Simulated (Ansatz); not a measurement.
# Si₂H₇ (doublet): from Hartree-Fock to the top rungs at distance Si1–H5 along a hydrogen transfer = 1.749 Å, cc-pVDZ

One table from this session's results is given with a row withheld; the runs are named, their logs left out.

Program: Ansatz 0.2.0, Gaussian basis. Level of theory: cc-pVDZ, core rule «outside noble gas», up to 10 orbitals frozen. These are calculated values, not measurements.

Plan: UHF; CCSD(T) on ROHF; CCSD(T) on UHF; BCCD(T) on ROHF; CISD; CCSDT(Q) on ROHF; CCSDT(Q) on UHF; CASSCF and MRCISD+Q, 3 electrons in 3 orbitals; CASSCF and NEVPT2, 3 electrons in 3 orbitals; CASSCF and MRCISD+Q, 9 electrons in 9 orbitals; CASSCF and NEVPT2, 9 electrons in 9 orbitals.

### The geometry

The geometry derives from fragments relaxed apart (PBE0/def2-TZVP) and kept rigid, so it is no stationary point. A hydrogen atom is moved between rigid fragments.

9 atoms, charge 0, spin multiplicity 2.

Atoms are counted from 1 here; the program's logs count them from 0.

Bond lengths: Si1–H2 1.485 Å, Si1–H3 1.485 Å, Si1–H4 1.485 Å, H5–Si6 1.546 Å, Si6–H7 1.486 Å, Si6–H8 1.486 Å, Si6–H9 1.486 Å. Angles: H2–Si1–H3 109.5°, H2–Si1–H4 109.5°, H3–Si1–H4 109.5°, H5–Si6–H7 107.6°, H5–Si6–H8 107.6°, H5–Si6–H9 107.6°, H7–Si6–H8 111.3°, H7–Si6–H9 111.3°, H8–Si6–H9 111.3°.

The first run:

The input, in.yaml:

```yaml
crystal:
  periodic: [false, false, false]
  atoms:
    - {symbol: Si, position_ang: [-1.646971, 0.000000, 0.000000]}
    - {symbol: H, position_ang: [-2.141843, 1.399708, 0.000000]}
    - {symbol: H, position_ang: [-2.141842, -0.699854, 1.212183]}
    - {symbol: H, position_ang: [-2.141843, -0.699854, -1.212182]}
    - {symbol: H, position_ang: [0.102029, 0.000000, 0.000000]}
    - {symbol: Si, position_ang: [1.648029, 0.000000, 0.000000]}
    - {symbol: H, position_ang: [2.098003, -1.416253, 0.000000]}
    - {symbol: H, position_ang: [2.098003, 0.708127, -1.226512]}
    - {symbol: H, position_ang: [2.098003, 0.708127, 1.226511]}
basis:
  gaussian: {orbitals: cc-pVDZ}
magnetization: {spin_polarized: true, initial_magnetization: 1}
hamiltonian: {xc: hf}
output: {orbitals: {seedname: orbitals}}
```

Started as:

```
$ ansatz run in.yaml --threads 1 --pin off --events-out ev --progress --plain --max-ram 2816MiB --backend cpu
```

Steps of the session up to this table: UHF; CCSD(T) on ROHF; CCSD(T) on UHF; BCCD(T) on ROHF; CISD; CCSDT(Q) on ROHF; CCSDT(Q) on UHF; CASSCF and MRCISD+Q, 3 electrons in 3 orbitals; CASSCF and NEVPT2, 3 electrons in 3 orbitals; CASSCF and MRCISD+Q, 9 electrons in 9 orbitals; CASSCF and NEVPT2, 9 electrons in 9 orbitals.

One of the session's tables, all rows but one given; the rest of the session is left out.

```
           method  from UCCSDT(Q) (kJ/mol)
             ROHF                   +771.7
              UHF                   +760.5
             RMP2                   +168.5
             UMP2                   +170.3
             CISD                        ?
            RCCSD                    +20.3
            UCCSD                    +20.1
         RCCSD(T)                     +4.0
         UCCSD(T)                     +4.1
          BCCD(T)                     +4.0
           RCCSDT                     +0.5
           UCCSDT                     +0.5
        RCCSDT(Q)                      0.0
        UCCSDT(Q)                        0
  CASSCF frontier                   +617.5
  NEVPT2 frontier                   +164.6
  MRCISD frontier                    +66.5
MRCISD+Q frontier                     +7.1
```

Estimate the missing values for CISD.

As computed: from UCCSDT(Q) (kJ/mol): +98.2. In the column «from UCCSDT(Q) (kJ/mol)» it lies between MRCISD frontier (+66.5) and NEVPT2 frontier (+164.6).

Caveats from the session: Left out of the table: CASSCF pair, NEVPT2 pair, MRCISD pair, MRCISD+Q pair (the active space lost an orbital or holds another state than full CI finds). Restricted and unrestricted rows rest on different reference determinants; where their highest levels disagree by more than a few hundredths of an eV, they describe different states and don't form one ladder. Warnings in the runs' records: passed over end.
